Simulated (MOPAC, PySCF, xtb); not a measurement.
Energy landscape of H2N, doublet: symmetric bend, bond length relaxed. Scanned: H-N-H angle. Other coordinates (N-H bond length) were minimised at PBE0/def2-TZVP.

Levels: PM6, unrestricted, heats of formation (MOPAC); UKS-B3LYP/3-21G = unrestricted B3LYP/3-21G in PySCF 2.14.0; GFN1-xTB (xtb); CCSD(T) on UHF/cc-pVTZ, 1 core orbital frozen (PySCF).

Energies relative to the lowest point of each profile, in kJ/mol; the last columns give the difference from CCSD(T):

```json
[
 {"a / °": "180", "PM6": "120.1", "UKS-B3LYP/3-21G": "139.5", "GFN1-xTB": "94.8", "CCSD(T)": "147.8", "PM6 − CCSD(T)": "-27.7", "UKS-B3LYP/3-21G − CCSD(T)": "-8.3", "GFN1-xTB − CCSD(T)": "-53.1"},
 {"a / °": "172", "PM6": "116.3", "UKS-B3LYP/3-21G": "136.4", "GFN1-xTB": "92.9", "CCSD(T)": "143.8", "PM6 − CCSD(T)": "-27.5", "UKS-B3LYP/3-21G − CCSD(T)": "-7.4", "GFN1-xTB − CCSD(T)": "-50.9"},
 {"a / °": "164", "PM6": "105.4", "UKS-B3LYP/3-21G": "127.1", "GFN1-xTB": "86.2", "CCSD(T)": "132.2", "PM6 − CCSD(T)": "-26.7", "UKS-B3LYP/3-21G − CCSD(T)": "-5.0", "GFN1-xTB − CCSD(T)": "-45.9"},
 {"a / °": "156", "PM6": "89.0", "UKS-B3LYP/3-21G": "112.3", "GFN1-xTB": "74.1", "CCSD(T)": "114.4", "PM6 − CCSD(T)": "-25.4", "UKS-B3LYP/3-21G − CCSD(T)": "-2.1", "GFN1-xTB − CCSD(T)": "-40.3"},
 {"a / °": "148", "PM6": "69.4", "UKS-B3LYP/3-21G": "92.9", "GFN1-xTB": "58.6", "CCSD(T)": "92.6", "PM6 − CCSD(T)": "-23.2", "UKS-B3LYP/3-21G − CCSD(T)": "0.3", "GFN1-xTB − CCSD(T)": "-33.9"},
 {"a / °": "140", "PM6": "48.9", "UKS-B3LYP/3-21G": "70.7", "GFN1-xTB": "42.0", "CCSD(T)": "69.1", "PM6 − CCSD(T)": "-20.2", "UKS-B3LYP/3-21G − CCSD(T)": "1.6", "GFN1-xTB − CCSD(T)": "-27.1"},
 {"a / °": "132", "PM6": "29.9", "UKS-B3LYP/3-21G": "48.0", "GFN1-xTB": "26.2", "CCSD(T)": "46.2", "PM6 − CCSD(T)": "-16.4", "UKS-B3LYP/3-21G − CCSD(T)": "1.7", "GFN1-xTB − CCSD(T)": "-20.1"},
 {"a / °": "124", "PM6": "14.4", "UKS-B3LYP/3-21G": "27.3", "GFN1-xTB": "12.9", "CCSD(T)": "26.2", "PM6 − CCSD(T)": "-11.9", "UKS-B3LYP/3-21G − CCSD(T)": "1.1", "GFN1-xTB − CCSD(T)": "-13.4"},
 {"a / °": "116", "PM6": "4.0", "UKS-B3LYP/3-21G": "11.1", "GFN1-xTB": "3.7", "CCSD(T)": "10.9", "PM6 − CCSD(T)": "-6.9", "UKS-B3LYP/3-21G − CCSD(T)": "0.2", "GFN1-xTB − CCSD(T)": "-7.2"},
 {"a / °": "108", "PM6": "0.0", "UKS-B3LYP/3-21G": "1.4", "GFN1-xTB": "0.0", "CCSD(T)": "1.7", "PM6 − CCSD(T)": "-1.7", "UKS-B3LYP/3-21G − CCSD(T)": "-0.3", "GFN1-xTB − CCSD(T)": "-1.7"},
 {"a / °": "100", "PM6": "3.2", "UKS-B3LYP/3-21G": "0.0", "GFN1-xTB": "3.1", "CCSD(T)": "0.0", "PM6 − CCSD(T)": "3.2", "UKS-B3LYP/3-21G − CCSD(T)": "0.0", "GFN1-xTB − CCSD(T)": "3.1"},
 {"a / °": "92", "PM6": "14.4", "UKS-B3LYP/3-21G": "8.1", "GFN1-xTB": "14.3", "CCSD(T)": "6.7", "PM6 − CCSD(T)": "7.7", "UKS-B3LYP/3-21G − CCSD(T)": "1.4", "GFN1-xTB − CCSD(T)": "7.6"},
 {"a / °": "84", "PM6": "34.1", "UKS-B3LYP/3-21G": "26.6", "GFN1-xTB": "34.8", "CCSD(T)": "22.7", "PM6 − CCSD(T)": "11.4", "UKS-B3LYP/3-21G − CCSD(T)": "3.9", "GFN1-xTB − CCSD(T)": "12.1"},
 {"a / °": "76", "PM6": "62.8", "UKS-B3LYP/3-21G": "55.7", "GFN1-xTB": "65.8", "CCSD(T)": "48.6", "PM6 − CCSD(T)": "14.2", "UKS-B3LYP/3-21G − CCSD(T)": "7.1", "GFN1-xTB − CCSD(T)": "17.1"},
 {"a / °": "68", "PM6": "101.5", "UKS-B3LYP/3-21G": "95.1", "GFN1-xTB": "108.5", "CCSD(T)": "85.0", "PM6 − CCSD(T)": "16.5", "UKS-B3LYP/3-21G − CCSD(T)": "10.1", "GFN1-xTB − CCSD(T)": "23.5"},
 {"a / °": "60", "PM6": "151.5", "UKS-B3LYP/3-21G": "143.9", "GFN1-xTB": "164.0", "CCSD(T)": "132.2", "PM6 − CCSD(T)": "19.3", "UKS-B3LYP/3-21G − CCSD(T)": "11.6", "GFN1-xTB − CCSD(T)": "31.8"}
]
```

PM6 is furthest from CCSD(T) at 180 (-27.7 kJ/mol, below); its mean absolute difference over the points is 16.2 kJ/mol.

UKS-B3LYP/3-21G is furthest from CCSD(T) at 60 (11.6 kJ/mol, above); its mean absolute difference over the points is 3.9 kJ/mol.

GFN1-xTB is furthest from CCSD(T) at 180 (-53.1 kJ/mol, below); its mean absolute difference over the points is 24.3 kJ/mol.
